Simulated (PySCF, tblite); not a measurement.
# CHNO: tautomers, part 2 of 2

tblite 0.8.0 and PySCF 2.14.0. Atoms count from 0. Earlier steps stand in the parts before.

## 16. Single point (CHNO): wavefunction

Geometry: PBE0-D3(BJ)/def2-SVP.

What the job is given:

```
{"job": {"kind": "sp", "xc": "MP2", "basis": "ma-def2-TZVP", "grid": 2}, "charge": 0, "multiplicity": 1}
N      1.585733    -0.271216     0.005015
C      0.448393    -0.045464    -0.027682
O     -0.813991     0.217060    -0.005930
H     -1.196685     0.108902    -0.888787
```

With the program's defaults for keys left out, this is: wavefunction single point, frozen core, gas phase.

Output:

```text
final grid: 38784 points
cycle   1  E = -167.7000630776  dE =  5.463e-01  |g| = 6.107e-01  |ddm| = 1.620e+00
cycle   2  E = -167.7465616987  dE = -4.650e-02  |g| = 4.953e-01  |ddm| = 6.194e-01
cycle   3  E = -167.7942949628  dE = -4.773e-02  |g| = 6.848e-02  |ddm| = 3.057e-01
cycle   4  E = -167.7959654045  dE = -1.670e-03  |g| = 3.163e-02  |ddm| = 6.791e-02
cycle   5  E = -167.7963190347  dE = -3.536e-04  |g| = 1.049e-02  |ddm| = 4.240e-02
cycle   6  E = -167.7963663631  dE = -4.733e-05  |g| = 3.476e-03  |ddm| = 1.653e-02
cycle   7  E = -167.7963736687  dE = -7.306e-06  |g| = 1.085e-03  |ddm| = 7.540e-03
cycle   8  E = -167.7963746522  dE = -9.834e-07  |g| = 4.716e-04  |ddm| = 1.672e-03
cycle   9  E = -167.7963749629  dE = -3.107e-07  |g| = 2.257e-04  |ddm| = 8.799e-04
cycle  10  E = -167.7963750435  dE = -8.062e-08  |g| = 5.147e-05  |ddm| = 6.268e-04
cycle  11  E = -167.7963750464  dE = -2.884e-09  |g| = 1.030e-05  |ddm| = 1.215e-04
converged SCF energy = -167.7963750464
E(HF, exact integrals) = -167.7964474866
E(MP2) = -168.3690147300
```

Run time: 2 s. Hardware: 1 thread of Arm Neoverse V1, shared host; peak memory 0.46 GiB.

## 17. Single point (CHNO, N=C=O): wavefunction

Geometry: PBE0-D3(BJ)/def2-SVP.

What the job is given:

```
{"job": {"kind": "sp", "xc": "MP2", "basis": "ma-def2-TZVP", "grid": 2}, "charge": 0, "multiplicity": 1}
N     -0.697473     0.274608    -0.163484
C      0.461776     0.047387    -0.427423
O      1.572898    -0.053180    -0.762157
H     -1.316762    -0.253458     0.432156
```

Method: wavefunction single point, frozen core, gas phase.

Output:

```text
final grid: 38784 points
cycle   1  E = -167.7504835264  dE =  6.317e-01  |g| = 6.399e-01  |ddm| = 1.603e+00
cycle   2  E = -167.7978787019  dE = -4.740e-02  |g| = 4.673e-01  |ddm| = 5.454e-01
cycle   3  E = -167.8350858910  dE = -3.721e-02  |g| = 6.062e-02  |ddm| = 2.423e-01
cycle   4  E = -167.8358805829  dE = -7.947e-04  |g| = 2.346e-02  |ddm| = 4.519e-02
cycle   5  E = -167.8360307234  dE = -1.501e-04  |g| = 7.236e-03  |ddm| = 1.844e-02
cycle   6  E = -167.8360530077  dE = -2.228e-05  |g| = 2.729e-03  |ddm| = 5.897e-03
cycle   7  E = -167.8360612996  dE = -8.292e-06  |g| = 1.255e-03  |ddm| = 4.742e-03
cycle   8  E = -167.8360633981  dE = -2.099e-06  |g| = 3.992e-04  |ddm| = 2.941e-03
cycle   9  E = -167.8360636077  dE = -2.096e-07  |g| = 9.806e-05  |ddm| = 1.109e-03
cycle  10  E = -167.8360636150  dE = -7.333e-09  |g| = 2.535e-05  |ddm| = 1.972e-04
converged SCF energy = -167.8360636150
E(HF, exact integrals) = -167.8361493391
E(MP2) = -168.4097653034
```

Run time: 2 s. Hardware: 1 thread of Arm Neoverse V1, shared host; peak memory 0.46 GiB.

## 18. Tautomers: MP2/ma-def2-TZVP

This step combines the energies above: geometries from PBE0-D3(BJ)/def2-SVP, zero-point and thermal terms from PBE0-D3(BJ)/def2-SVP.

What the job is given:

```
{"job": {"kind": "ta", "tautomers": ["N=C=O"], "geom": {"xc": "PBE0", "basis": "def2-SVP", "d3": "d3bj", "grid": 1}, "hess": 1, "level": {"xc": "MP2", "basis": "ma-def2-TZVP"}}, "charge": 0, "multiplicity": 1}
N      1.585733    -0.271216     0.005015
C      0.448393    -0.045464    -0.027682
O     -0.813991     0.217060    -0.005930
H     -1.196685     0.108902    -0.888787
```

Output (the driver's rows laid out field by field):

```text
tautomers, MP2/ma-def2-TZVP // PBE0-D3(BJ)/def2-SVP

row 1
  formula                 CHNO
  charge                  0
  multiplicity            1
  smiles                  N#CO
  kept                    yes
  pieces                  1
  point_group             Cs
  electronic              0.0
  enthalpy                0.0
  free_energy             0.0
  share_gas               1.698e-19

row 2
  formula                 CHNO
  charge                  0
  multiplicity            1
  smiles                  N=C=O
  kept                    yes
  pieces                  1
  point_group             Cs
  electronic              -106.99
  enthalpy                -108.01
  free_energy             -107.14
  share_gas               1.0
```

It took 4 s on 1 thread of Arm Neoverse V1, shared host; peak memory 0.46 GiB.

Energies above the first form (kJ/mol, gas phase, 298 K for the thermal columns):

```
   no.  tautomer  electronic  enthalpy  free energy
form 0      N#CO         0.0       0.0          0.0
form 1     N=C=O      -107.0    -108.0       -107.1
```

Shares at 298 K in the gas phase: 0: 0 %, 1: 100 %.

## 19. Single point (CHNO): HF/ma-def2-TZVP

Geometry: PBE0-D3(BJ)/def2-SVP.

What the job is given:

```
{"job": {"kind": "sp", "xc": "HF", "basis": "ma-def2-TZVP", "grid": 2}, "charge": 0, "multiplicity": 1}
N      1.585733    -0.271216     0.005015
C      0.448393    -0.045464    -0.027682
O     -0.813991     0.217060    -0.005930
H     -1.196685     0.108902    -0.888787
```

Output:

```text
final grid: 38784 points
cycle   1  E = -167.7000630776  dE =  5.463e-01  |g| = 6.107e-01  |ddm| = 1.620e+00
cycle   2  E = -167.7465616987  dE = -4.650e-02  |g| = 4.953e-01  |ddm| = 6.194e-01
cycle   3  E = -167.7942949628  dE = -4.773e-02  |g| = 6.848e-02  |ddm| = 3.057e-01
cycle   4  E = -167.7959654045  dE = -1.670e-03  |g| = 3.163e-02  |ddm| = 6.791e-02
cycle   5  E = -167.7963190347  dE = -3.536e-04  |g| = 1.049e-02  |ddm| = 4.240e-02
cycle   6  E = -167.7963663631  dE = -4.733e-05  |g| = 3.476e-03  |ddm| = 1.653e-02
cycle   7  E = -167.7963736687  dE = -7.306e-06  |g| = 1.085e-03  |ddm| = 7.540e-03
cycle   8  E = -167.7963746522  dE = -9.834e-07  |g| = 4.716e-04  |ddm| = 1.672e-03
cycle   9  E = -167.7963749629  dE = -3.107e-07  |g| = 2.257e-04  |ddm| = 8.799e-04
cycle  10  E = -167.7963750435  dE = -8.062e-08  |g| = 5.147e-05  |ddm| = 6.268e-04
cycle  11  E = -167.7963750464  dE = -2.884e-09  |g| = 1.030e-05  |ddm| = 1.215e-04
converged SCF energy = -167.7963750464
```

Run time: 0.37 s. Hardware: 1 thread of Arm Neoverse V1, shared host; peak memory 0.46 GiB.

## 20. Single point (CHNO, N=C=O): HF/ma-def2-TZVP

Geometry: PBE0-D3(BJ)/def2-SVP.

What the job is given:

```
{"job": {"kind": "sp", "xc": "HF", "basis": "ma-def2-TZVP", "grid": 2}, "charge": 0, "multiplicity": 1}
N     -0.697473     0.274608    -0.163484
C      0.461776     0.047387    -0.427423
O      1.572898    -0.053180    -0.762157
H     -1.316762    -0.253458     0.432156
```

Output:

```text
final grid: 38784 points
cycle   1  E = -167.7504835264  dE =  6.317e-01  |g| = 6.399e-01  |ddm| = 1.603e+00
cycle   2  E = -167.7978787019  dE = -4.740e-02  |g| = 4.673e-01  |ddm| = 5.454e-01
cycle   3  E = -167.8350858910  dE = -3.721e-02  |g| = 6.062e-02  |ddm| = 2.423e-01
cycle   4  E = -167.8358805829  dE = -7.947e-04  |g| = 2.346e-02  |ddm| = 4.519e-02
cycle   5  E = -167.8360307234  dE = -1.501e-04  |g| = 7.236e-03  |ddm| = 1.844e-02
cycle   6  E = -167.8360530077  dE = -2.228e-05  |g| = 2.729e-03  |ddm| = 5.897e-03
cycle   7  E = -167.8360612996  dE = -8.292e-06  |g| = 1.255e-03  |ddm| = 4.742e-03
cycle   8  E = -167.8360633981  dE = -2.099e-06  |g| = 3.992e-04  |ddm| = 2.941e-03
cycle   9  E = -167.8360636077  dE = -2.096e-07  |g| = 9.806e-05  |ddm| = 1.109e-03
cycle  10  E = -167.8360636150  dE = -7.333e-09  |g| = 2.535e-05  |ddm| = 1.972e-04
converged SCF energy = -167.8360636150
```

It took 0.35 s on 1 thread of Arm Neoverse V1, shared host; peak memory 0.46 GiB.

## 21. Tautomers: HF/ma-def2-TZVP

This step combines the energies above: geometries from PBE0-D3(BJ)/def2-SVP, zero-point and thermal terms from PBE0-D3(BJ)/def2-SVP.

What the job is given:

```
{"job": {"kind": "ta", "tautomers": ["N=C=O"], "geom": {"xc": "PBE0", "basis": "def2-SVP", "d3": "d3bj", "grid": 1}, "hess": 1, "level": {"xc": "HF", "basis": "ma-def2-TZVP"}}, "charge": 0, "multiplicity": 1}
N      1.585733    -0.271216     0.005015
C      0.448393    -0.045464    -0.027682
O     -0.813991     0.217060    -0.005930
H     -1.196685     0.108902    -0.888787
```

Output (the driver's rows laid out field by field):

```text
tautomers, HF/ma-def2-TZVP // PBE0-D3(BJ)/def2-SVP

row 1
  formula                 CHNO
  charge                  0
  multiplicity            1
  smiles                  N#CO
  kept                    yes
  pieces                  1
  point_group             Cs
  electronic              0.0
  enthalpy                0.0
  free_energy             0.0
  share_gas               5.232e-19

row 2
  formula                 CHNO
  charge                  0
  multiplicity            1
  smiles                  N=C=O
  kept                    yes
  pieces                  1
  point_group             Cs
  electronic              -104.2
  enthalpy                -105.22
  free_energy             -104.35
  share_gas               1.0
```

Run time: 0.78 s. Hardware: 1 thread of Arm Neoverse V1, shared host; peak memory 0.46 GiB.

Energies above the first form (kJ/mol, gas phase, 298 K for the thermal columns):

```
   no.  tautomer  electronic  enthalpy  free energy
form 0      N#CO         0.0       0.0          0.0
form 1     N=C=O      -104.2    -105.2       -104.3
```

Shares at 298 K in the gas phase: 0: 0 %, 1: 100 %.

## 22. Results

The summary covers parts 1 to 2.

| quantity | value |
| --- | --- |
| strongest single infrared mode (GFN2-xTB) | 2473 cm⁻¹, 431 km/mol |
| zero-point energy (GFN2-xTB) | 13.0 kcal/mol |
| point group | Cs |
| rotational constants (main isotopes) | 671.76, 10.68, 10.51 GHz |
| ΔH above the first form, form 0 (M06-2X/def2-TZVP) | 0.0 kJ/mol |
| ΔH above the first form, form 1 (M06-2X/def2-TZVP) | -105.8 kJ/mol |
| ΔH above the first form, form 0 (CCSD(T)/ma-def2-TZVP) | 0.0 kJ/mol |
| ΔH above the first form, form 1 (CCSD(T)/ma-def2-TZVP) | -103.0 kJ/mol |
| ΔH above the first form, form 0 (MP2/ma-def2-TZVP) | 0.0 kJ/mol |
| ΔH above the first form, form 1 (MP2/ma-def2-TZVP) | -108.0 kJ/mol |
| ΔH above the first form, form 0 (HF/ma-def2-TZVP) | 0.0 kJ/mol |
| ΔH above the first form, form 1 (HF/ma-def2-TZVP) | -105.2 kJ/mol |

All 6 modes are real, so the xTB geometry is a minimum. The strongest single mode, at 2473 cm⁻¹, moves mainly C1 and N0. Unscaled tight-binding wavenumbers are off by several per cent, some by more. Its intensities can rank the bands wrongly. Relaxing lowered the energy by 0.030 eV in 2 steps; the close pair that moved most is N0–C1, from 1.142 to 1.160 Å (PBE0/def2-SVP). At M06-2X/def2-TZVP the ΔH above the first form runs from -105.8 kJ/mol (form 1) to 0.0 kJ/mol (form 0). At CCSD(T)/ma-def2-TZVP the ΔH above the first form runs from -103.0 kJ/mol (form 1) to 0.0 kJ/mol (form 0). At MP2/ma-def2-TZVP the ΔH above the first form runs from -108.0 kJ/mol (form 1) to 0.0 kJ/mol (form 0). At HF/ma-def2-TZVP the ΔH above the first form runs from -105.2 kJ/mol (form 1) to 0.0 kJ/mol (form 0).
